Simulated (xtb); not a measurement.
isobutene (C4H8), SMILES C=C(C)C. All values are semi-empirical tight-binding results from xtb (GFN2-xTB unless named), good for trends rather than for accurate numbers. The structure is a stationary point at GFN2-xTB.

The point group as xtb finds it is C2v. The orbital gap comes out as 5.34 eV and the dipole moment is 0.69 D. The zero-point energy is 66.6 kcal/mol, the G − E(el) at 298.15 K (modified RRHO) is 49.6 kcal/mol and the static polarisability (D4 model) is 50.9 bohr³. The solvation energy, GFN2-xTB/ALPB(water) is -0.4 kcal/mol. The solvation energy, GFN2-xTB/ALPB(chcl3) is -3.3 kcal/mol.

Computed IR lines (harmonic; lines under 4 % of the strongest left out, lines within 3 cm⁻¹ merged):
ν (cm⁻¹): 868 (w), 892 (s), 1072 (w), 1082 (w), 1281 (m), 1401 (w), 1427 (w), 1487 (w), 1492 (w), 1739 (s), 3001 (vs), 3017 (vs), 3048 (vs), 3102 (m), 3124 (vs) (against the strongest line: vs over 80 %, s over 45 %, m over 15 %, w over 4 %, vw less)
